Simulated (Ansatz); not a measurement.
**CHP: a ladder of functionals and wavefunction methods**

How much do the methods differ for CHP? The plan is to run it at one geometry with functionals of several rungs and with coupled cluster, and see how far each lands from CCSD(T) at the basis-set limit for the atomisation energy.

Computed with Ansatz 0.2.0, Gaussian basis. Level: functionals in def2-TZVPP, the program's frozen cores in correlated methods.

The runs, in order: LDA (SPW92), PBE-D4, revPBE-D4, BLYP-D4, r2SCAN-D4, B97M-V, PBE0-D4, B3LYP-D4, r2SCANh-D4, r2SCAN0-D4, HSE06-D4, BHLYP-D4, CAM-B3LYP-D4, LC-ωPBE, ωB97X-V, ωB97M-V, B2PLYP, PBE-QIDH; CCSD(T)/def2-SVP; CCSD(T)/def2-TZVPP; CCSD(T)/def2-QZVPP; extrapolation to the limit; RPA on PBE.

## 1. Structure used throughout

An earlier PBE0-D4 in a triple-zeta def2 set relaxation fixed the geometry.

SMILES `C#P`, 3 atoms, charge 0, spin multiplicity 1.

Atoms are counted from 1 here; the program's logs count them from 0.

Bond lengths: C1–P2 1.531 Å, C1–H3 1.073 Å. Angles: P2–C1–H3 179.9°.

Geometry (Å):

```mol
CHP
  3D, bonds by distance, orders not assigned

  3  2  0  0  0  0  0  0  0  0999 V2000
   -0.1269    0.0562   -0.0628 C   0  0
    1.1447   -0.5110    0.5725 P   0  0
   -1.0177    0.4548   -0.5097 H   0  0
  1  2  8  0
  1  3  8  0
M  END
```

## 2. LDA

This LDA is Slater exchange with PW92 correlation.

Input file in.yaml:

```yaml
crystal:
  periodic: [false, false, false]
  atoms:
    - {symbol: C, position_ang: [-0.126940, 0.056227, -0.062799]}
    - {symbol: P, position_ang: [1.144679, -0.511040, 0.572542]}
    - {symbol: H, position_ang: [-1.017740, 0.454813, -0.509744]}
basis:
  gaussian: {orbitals: def2-TZVPP}
hamiltonian: {xc: lda}
output: {orbitals: {seedname: orbitals}}
```

Started as:

```
$ ansatz run in.yaml --threads 2 --pin off --events-out ev --progress --plain --max-ram 22528MiB --backend cpu
```

The runs that follow: PBE-D4 (GGA); revPBE-D4 (GGA); BLYP-D4 (GGA); r2SCAN-D4 (meta-GGA); B97M-V (meta-GGA); PBE0-D4 (hybrid); B3LYP-D4 (hybrid); r2SCANh-D4 (hybrid); r2SCAN0-D4 (hybrid); HSE06-D4 (hybrid); BHLYP-D4 (hybrid); CAM-B3LYP-D4 (range-separated); LC-ωPBE (range-separated); ωB97X-V (range-separated); ωB97M-V (range-separated); B2PLYP (double hybrid); PBE-QIDH (double hybrid); CCSD(T) in def2-SVP; CCSD(T) in def2-TZVPP; CCSD(T) in def2-QZVPP; RPA on PBE orbitals.

**Question.** What will the summary of the whole plan be? Wanted: atomisation energy, CCSD(T)/CBS; farthest beyond LDA; mean size of error, GGA; mean size of error, meta-GGA; mean size of error, hybrid; mean size of error, range-separated; mean size of error, double hybrid; gap, smallest and largest; T1 diagnostic.

As calculated:

```
                               quantity                                  value
        atomisation energy, CCSD(T)/CBS                              10.877 eV
    functionals within 0.054 eV (0.5 %)              B3LYP-D4, ωB97X-V, B2PLYP
                    farthest beyond LDA                   BHLYP-D4 (-0.608 eV)
                mean size of error, GGA                               0.238 eV
           mean size of error, meta-GGA                               0.106 eV
             mean size of error, hybrid                               0.252 eV
    mean size of error, range-separated                               0.158 eV
      mean size of error, double hybrid                               0.110 eV
              gap, smallest and largest  4.68 eV (BLYP-D4), 11.71 eV (LC-ωPBE)
                          T1 diagnostic                                 0.0163
triples share of the correlation energy                                  6.0 %
```

What this shows: LDA overbinds by 1.811 eV (17 %). PBE-D4 misses by +0.394 eV. Double hybrids carry the basis error of their MP2 part in triple zeta, and no dispersion term here, so their miss is partly the set-up's. By mean error the best rung here is meta-GGA (0.106 eV) and the worst beyond LDA is hybrid (0.252 eV). The gap between the best rungs is small, so their order is not settled. The mean of the hybrids holds BHLYP, with half exact exchange. Misses under about 0.054 eV are within the doubt on the reference itself, which lacks core-valence correlation, relativity and higher excitations. Hartree-Fock recovers 62 % of the binding; the rest is correlation. CCSD(T) in def2-SVP is off by -0.815 eV, worse than the median functional, from the basis alone. The gap grows from 4.7 to 11.7 eV across the functionals, mostly with the share of exact exchange. The restricted reference is unstable towards a spin-broken one.
